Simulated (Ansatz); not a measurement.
`C=COC(C)F`, charge 0, multiplicity 1.

Problem. Give a relaxed structure at PBE0-D4/def2-TZVP (Ansatz). (Best estimate.)

Solution. Computed: 
Cartesian coordinates in Å:
```
C 0.543 -1.499 -1.553
C 0.376 -1.598 -0.242
O 0.168 -0.596 0.652
C -0.119 0.665 0.158
C -0.612 1.525 1.283
F 1.026 1.227 -0.374
H 0.672 -2.407 -2.126
H 0.586 -0.556 -2.080
H 0.388 -2.552 0.273
H -0.834 0.583 -0.670
H -0.801 2.534 0.918
H -1.535 1.112 1.690
H 0.142 1.562 2.071
```
This is one stationary point; other conformers may exist.
